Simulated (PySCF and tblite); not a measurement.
The numbers below are computed, except where a source is named.
C₄H₆O, numbered as in [CH2:1]=[CH:2][O:3][CH:4]=[CH2:5].

Search: ETKDG and KDG, MMFF94s, GFN2-xTB, 90 starts; geometries at PBE0-D3(BJ)/def2-SVP. Free energies are PBE0-D3(BJ)/def2-TZVP (IEF-PCM, methanol) single points with GFN2-xTB rigid-rotor and vibrational terms (modes under about 100 cm⁻¹ blended into free rotors). Symmetry numbers and mirror images are counted. Conformers within 3 kcal/mol (GFN2-xTB free energy) were kept, 4 at most. GIAO shieldings: PBE0/pcSseg-1 (IEF-PCM, methanol). Shifts are against TMS (¹H), TMS (¹³C) at the same level. Run with PySCF (density fitting) and tblite.

Torsions listed: C1–C2–O3–C4, C2–O3–C4–C5. Of a mirror pair one member is shown.

```csv
conformer,shape,symmetry,"E(GFN2, own minimum) kcal/mol",E(DFT) kcal/mol
1,"18°, -152°",C1 (pair),0.20,0.65
2,"-179°, 179°",C2v,0.00,0.00
3,"22°, 22°",C2 (pair),1.25,3.81
```

Problem. How much do the weights at 298.15 K and the averaged shift of C1/C5 depend on how the conformers are weighted?

Solution. 
```tsv
weighting	1 (%)	2 (%)	3 (%)	δ (ppm)	rms dipole (D)
DFT energy with thermal terms, symmetry and mirror images (full scheme)	50	50	0	97.0	1.41
DFT energy with symmetry and mirror images	57	43	0	97.2	1.36
bare DFT energy	25	75	0	96.1	1.59
GFN2-xTB energy with symmetry and mirror images	70	24	6	98.0	1.20
GFN2-xTB free energy	65	30	4	97.7	1.25
leading conformer alone	100	0	0	98.7	0.98
equal weights	33	33	33	98.1	1.18
full scheme, search stopped after three starts	50	50	0	97.0	1.42
```

The largest departure from the full scheme, 1.7 ppm, comes with: leading conformer alone.
